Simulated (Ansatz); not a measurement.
Geometry optimisation, UKS B3LYP/def2-SVP (Ansatz).

input.yaml

```yaml
crystal:
  periodic: [false, false, false]
  atoms:
    - { symbol: B, position_ang: [0.0, 0.0, 0.0] }
    - { symbol: Cl, position_ang: [0.0, 0.0, 2.11] }
    - { symbol: H, position_ang: [1.0305, 0.0, -0.595] }
    - { symbol: H, position_ang: [-1.0305, 0.0, -0.595] }
    - { symbol: F, position_ang: [0.0, 0.0, 3.91] }
magnetization:
  spin_polarized: true
  initial_magnetization: 1
basis:
  gaussian: { orbitals: def2-SVP }
hamiltonian:
  xc: b3lyp
relax:
  f_tol: 0.15
  max_steps: 25
  restrain:
    - { distance: [1, 4], at: 1.5, k: 30.0 }
    - { distance: [0, 1], at: 3.06, k: 30.0 }
```

Run as:

```bash
$ ansatz run input.yaml --threads 1 --pin off --max-ram 2048MiB --backend cpu --events-out ev --progress --plain --runs-dir out
```

Where does it end, and by what steps?

It converged. The restraints hold the end off the free minimum. After 5 steps the energy has risen by 1.349 eV (the restraints' own energy left out); Cl2 moved furthest, 0.55 Å. Parted: B1–Cl2 (2.11 → 3.05 Å).

```tsv
step	energy less start (eV)	largest force component (eV/Å)	accepted
0	0.0000	5.113	yes
1	0.8726	3.402	yes
2	1.6520	5.877	yes
3	1.3787	3.172	yes
4	1.3453	3.187	yes
5	1.3492	3.257	yes
```

```xyz
5
Properties=species:S:1:pos:R:3
B 0.000 0.000 -0.386
Cl 0.000 0.000 2.663
H 1.101 0.000 -0.854
H -1.101 0.000 -0.854
F 0.000 0.000 4.261
```

Run time: 26 s on 1 thread of AMD EPYC 7R43 64-Core Processor (Zen 3) (shared host), peak memory 0.15 GiB.
